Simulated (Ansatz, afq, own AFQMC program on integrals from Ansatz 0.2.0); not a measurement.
Al₂H, doublet in cc-pVTZ, levels against CCSDT(Q)

```xyz
3

Al    0.0000    0.0000    0.3526
Al    0.0000    0.0000   -2.3244
H     0.0000    0.0000    1.9718
```

Connectivity, by distances: AlH–Al.

Basis cc-pVTZ. Only valence electrons are correlated. Integrals, coupled cluster, full CI and functionals: Ansatz 0.2.0; the random walks run on the same integrals in our own AFQMC program. The CISD trial takes its coefficients from CCSD amplitudes. Released means that phaseless walkers are propagated on without the constraint, phases kept. Free projection: walkers drawn from exp(T), propagated without any constraint. Its projection time is finite, and what remains of the start isn't in its error. Error bars are statistical, one sigma.

Determinant: UHF, the one that the program's search chose, which needn't be the lowest solution. The geometry is a PBE0/def2-TZVP stationary point of this or a neighbouring charge and spin state.

No full CI on the walks' own integrals is used here; CCSDT(Q) serves as the reference and is uncertain by about the last step of the cluster series.

Cautions: an unrestricted solution with more broken spin lies lower (43 meV, ⟨S²⟩ 1.13); the released energies are still falling, so no released level is given (meV from the phaseless value at times in 1/Eh: -5 ± 4 at 0.24, -11 ± 4 at 0.50, -17 ± 3 at 1.00, -19 ± 3 at 1.50).

```
T1 diagnostic                               : 0.0287
weight of the determinant in the CISD state : 0.852
⟨S²⟩ of the determinant                     : 0.788
size of the correlated space                : 7 electrons in 72 orbitals
```

Reference: CCSDT(Q), correlation energy -4.161 eV.

| level | E − E(reference) (kJ/mol) | share of correlation (%) |
| --- | --- | --- |
| HF | 401.4 | 0.00 |
| MP2 | 105.8 | 73.63 |
| CCSD | 21.9 | 94.55 |
| CCSD(T) | 5.3 | 98.67 |
| CCSDT | 1.0 | 99.74 |
| ph-AFQMC/HF | 12.6 ± 2.0 | 96.86 |
| ph-AFQMC/CISD | 3.3 ± 0.4 | 99.19 |
| free AFQMC | 0.6 ± 0.4 | 99.84 |

Free projections are given only where their last times agree within the noise and don't stop above the reference; a slow remainder of the start can still hide under it. A walk keeps the symmetry of its determinant, which the program's search chose and which needn't be the lowest solution, so a lower state of the same spin and another symmetry isn't excluded.
